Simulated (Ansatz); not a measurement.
# AlCl (aluminium monochloride): a chain of runs

We compute a series of 8 runs (B2GP-PLYP/pcseg-0, B2GP-PLYP/pcseg-1, B2GP-PLYP/pcseg-2, B2GP-PLYP/pcseg-3) of AlCl. 

The results are computed with Ansatz 0.2.0.

## Step 1: Starting point

AlCl has 2 atoms, charge 0, and is taken as a singlet. SMILES: `[Al][Cl]`. Geometry: the measured bond length.

Bond lengths: Al1–Cl2 2.130 Å.

## Step 2: Energy and gradient at B2GP-PLYP/pcseg-0 (run 1)

in.yaml reads:

```yaml
crystal:
  periodic: [false, false, false]
  atoms:
    - symbol: Al
      position_ang: [0.000000, 0.000000, 0.000000]
    - symbol: Cl
      position_ang: [0.000000, 0.000000, 2.130113]
basis:
  gaussian:
    orbitals: pcseg-0.json
hamiltonian:
  xc: {name: B2GP-PLYP}
output:
  forces: true
  orbitals: {seedname: orbitals}
```

The basis set pcseg-0 is read from a file made from the Basis Set Exchange's data (not shown).

Launch:

```bash
ansatz run in.yaml --threads 1 --pin off --max-ram 2610MiB --events-out events.jsonl --progress --plain --runs-dir runs
```

Log:

```text
Warning: RAYON_NUM_THREADS=1 ignored (pool sized by the plan → 1); use --threads N
Functional definition: B2GP-PLYP
  name "B2GP-PLYP"
  parameter a = 0.65
  parameter c = 0.36
  exchange = (1 - a)*b88_x + a*exact_x
  correlation = (1 - c)*lyp_c + c*(mp2_os + mp2_ss)
289 factors; integrals over basis functions are off by at most 1.5e-4 eV
mean field evaluation 1: about -19085.4970 eV, gradient 1.3e1 eV
mean field evaluation 2: about -19085.4976 eV, gradient 1.3e1 eV
mean field evaluation 4: about -19086.1077 eV, gradient 3.0e-1 eV
mean field evaluation 8: about -19086.1083 eV, gradient 1.8e-3 eV
mean field -19086.10833428 eV, -701.4015442561 hartree, gradient 2.4e-6 eV, S^2 0.000000; 0 other end points of the search recorded, 0 dependent functions left out
10 core orbitals not correlated: weight in the atoms' cores, before any rotation towards them, 1.000 or more for the frozen orbitals, at most 0.000 for the correlated occupied ones
reference -19086.10841553 eV, -701.4015472417 hartree; 5, 5 occupied and 11, 11 virtual orbitals, 289 factors
second order -2.24673212 eV of doubles, -0.00000000 eV of singles
the calculation of the forces begins
mean field evaluation 16: about -19086.1083 eV, gradient 2.4e-6 eV
Total energy: -19086.91723909 eV, -701.4312709593 hartree
Atom 0 at     0.000000     0.000000     0.000000 Å, force     0.000000    -0.000000    -1.696393 eV/Å
Atom 1 at     0.000000     0.000000     2.130113 Å, force    -0.000000    -0.000000     1.696393 eV/Å
Dipole moment:     0.000000     0.000000    -0.443110 e Å
```

Wall time 0.84 s (1 thread of Arm Neoverse V1, shared host).

## Step 3: The distorted shape: energy and gradient at B2GP-PLYP/pcseg-0 (run 2)

run.yaml reads:

```yaml
crystal:
  periodic: [false, false, false]
  atoms:
    - {symbol: Al, position_ang: [0.000000, 0.000000, -0.425987]}
    - {symbol: Cl, position_ang: [0.000000, 0.000000, 2.130113]}
basis:
  gaussian: {orbitals: pcseg-0.json}
output: {forces: true}
hamiltonian: {xc: {name: B2GP-PLYP}}
```

The basis set pcseg-0 is read from a file made from the Basis Set Exchange's data (not shown).

Launch:

```bash
ansatz run run.yaml --threads 1 --pin off --max-ram 2610MiB --events-out events.jsonl --progress --plain --runs-dir runs
```

Log, cut to the lines that bear on the results:

```text
Warning: RAYON_NUM_THREADS=1 ignored (pool sized by the plan → 1); use --threads N
[... 2 set-up lines as earlier in the session ...]
[...]
289 factors; integrals over basis functions are off by at most 1.4e-4 eV
[...]
mean field -19085.87500547 eV, -701.3929695803 hartree, gradient 6.0e-6 eV, S^2 0.000000; 0 other end points of the search recorded, 0 dependent functions left out
10 core orbitals not correlated: weight in the atoms' cores, before any rotation towards them, 1.000 or more for the frozen orbitals, at most 0.000 for the correlated occupied ones
reference -19085.87509267 eV, -701.3929727850 hartree; 5, 5 occupied and 11, 11 virtual orbitals, 289 factors
second order -2.30008669 eV of doubles, -0.00000000 eV of singles
[...]
Total energy: -19086.70312388 eV, -701.4234023705 hartree
Atom 0 at     0.000000     0.000000    -0.425987 Å, force     0.000000     0.000000     1.744591 eV/Å
Atom 1 at     0.000000     0.000000     2.130113 Å, force    -0.000000     0.000000    -1.744591 eV/Å
Dipole moment:     0.000000     0.000000    -0.924937 e Å
```

Wall time 0.84 s (1 thread of Arm Neoverse V1, shared host).

Runs 3 to 7 aren't shown in full; the table further down has their settings and results.

## Step 4: The distorted shape: energy and gradient at B2GP-PLYP/pcseg-3 (run 8)

input.yaml reads:

```yaml
crystal:
  periodic: [false, false, false]
  atoms:
    - {symbol: Al, position_ang: [0.000000, 0.000000, -0.425987]}
    - {symbol: Cl, position_ang: [0.000000, 0.000000, 2.130113]}
basis:
  gaussian: {orbitals: pcseg-3.json}
hamiltonian: {xc: {name: B2GP-PLYP}}
output: {forces: true}
```

The basis set pcseg-3 is read from a file made from the Basis Set Exchange's data (not shown).

Launch:

```bash
ansatz run input.yaml --threads 1 --pin off --max-ram 2610MiB --events-out events.jsonl --progress --plain --runs-dir runs
```

Log, cut to the lines that bear on the results:

```text
Warning: RAYON_NUM_THREADS=1 ignored (pool sized by the plan → 1); use --threads N
[... 2 set-up lines as earlier in the session ...]
[...]
840 factors; integrals over basis functions are off by at most 1.4e-3 eV
[...]
mean field -19109.54682661 eV, -702.2628929617 hartree, gradient 3.9e-6 eV, S^2 0.000000; 0 other end points of the search recorded, 0 dependent functions left out
10 core orbitals not correlated: weight in the atoms' cores, before any rotation towards them, 1.000 or more for the frozen orbitals, at most 0.000 for the correlated occupied ones
reference -19109.54691559 eV, -702.2628962320 hartree; 5, 5 occupied and 113, 113 virtual orbitals, 840 factors
second order -8.21478330 eV of doubles, -0.00000000 eV of singles
[...]
Total energy: -19112.50423758 eV, -702.3715758105 hartree
Atom 0 at     0.000000     0.000000    -0.425987 Å, force     0.000000     0.000000     2.267966 eV/Å
Atom 1 at     0.000000     0.000000     2.130113 Å, force     0.000000    -0.000000    -2.267966 eV/Å
Dipole moment:     0.000000     0.000000    -0.960223 e Å
```

It took 7.8 s on 1 thread of Arm Neoverse V1, shared host; peak memory 0.27 GiB.

## Step 5: Overview of the runs

```tsv
run	level	bond length	partner	energy (Eh)	dipole moment (D)	largest force (eV/Å)	wall time
1	B2GP-PLYP/pcseg-0	–	base	-701.431271	2.13	1.696	0.84 s
2	B2GP-PLYP/pcseg-0	2.5561	Al1–Cl2 2.56 Å	-701.423402	4.44	1.745	0.84 s
3	B2GP-PLYP/pcseg-1	–	base	-702.283172	1.76	0.410	1.4 s
4	B2GP-PLYP/pcseg-1	2.5561	Al1–Cl2 2.56 Å	-702.263158	4.88	2.129	1.4 s
5	B2GP-PLYP/pcseg-2	–	base	-702.369852	1.69	0.079	2.5 s
6	B2GP-PLYP/pcseg-2	2.5561	Al1–Cl2 2.56 Å	-702.345675	4.75	2.331	2.6 s
7	B2GP-PLYP/pcseg-3	–	base	-702.394451	1.57	0.160	8.4 s
8	B2GP-PLYP/pcseg-3	2.5561	Al1–Cl2 2.56 Å	-702.371576	4.61	2.268	7.8 s
```

Convergence of the HOMO energy (SCF part's orbitals) of singlet AlCl with the basis set, against the last point:

```tsv
basis set	from the last (eV)	wall time
pcseg-0	-0.1097	0.84 s
pcseg-1	-0.0604	1.4 s
pcseg-2	-0.0241	2.5 s
pcseg-3	+0.0000	8.4 s
```

Convergence of the energy change with the Al1–Cl2 bond stretched from 2.130 to 2.556 Å of singlet AlCl with the basis set, against the last point:

```tsv
basis set	from the last (eV)	wall time
pcseg-0	-0.4083	1.7 s
pcseg-1	-0.0779	2.7 s
pcseg-2	+0.0354	5.1 s
pcseg-3	+0.0000	16 s
```

## Step 6: Summary of results

| quantity | value |
| --- | --- |
| distorted shape, run 8: total energy | -702.37158 Eh |
| distorted shape, run 8: dipole moment (SCF part) | 4.61 D |
| distorted shape, run 8: largest force on an atom | 2.268 eV/Å |
| energy change with the Al1–Cl2 bond stretched from 2.130 to 2.556 Å, B2GP-PLYP/pcseg-0 | 0.214 eV |
| energy change with the Al1–Cl2 bond stretched from 2.130 to 2.556 Å, B2GP-PLYP/pcseg-1 | 0.545 eV |
| energy change with the Al1–Cl2 bond stretched from 2.130 to 2.556 Å, B2GP-PLYP/pcseg-2 | 0.658 eV |
| energy change with the Al1–Cl2 bond stretched from 2.130 to 2.556 Å, B2GP-PLYP/pcseg-3 | 0.622 eV |

**Reading.** For the HOMO energy (SCF part's orbitals) of singlet AlCl to stay within 0.1 eV of the last point, pcseg-1 is the first point of the series from which all later ones do (1.4 s against 8.4 s). For the energy change with the Al1–Cl2 bond stretched from 2.130 to 2.556 Å of singlet AlCl to stay within 0.1 eV of the last point, pcseg-1 is the first point of the series from which all later ones do (2.7 s against 16 s). Over runs 2, 4, 6, 8 the dipole moment (its size) runs from 4.44 D (B2GP-PLYP/pcseg-0) to 4.88 D (B2GP-PLYP/pcseg-1). A double hybrid's value is that of its SCF part. All runs together took 26 s, the longest 8.4 s.
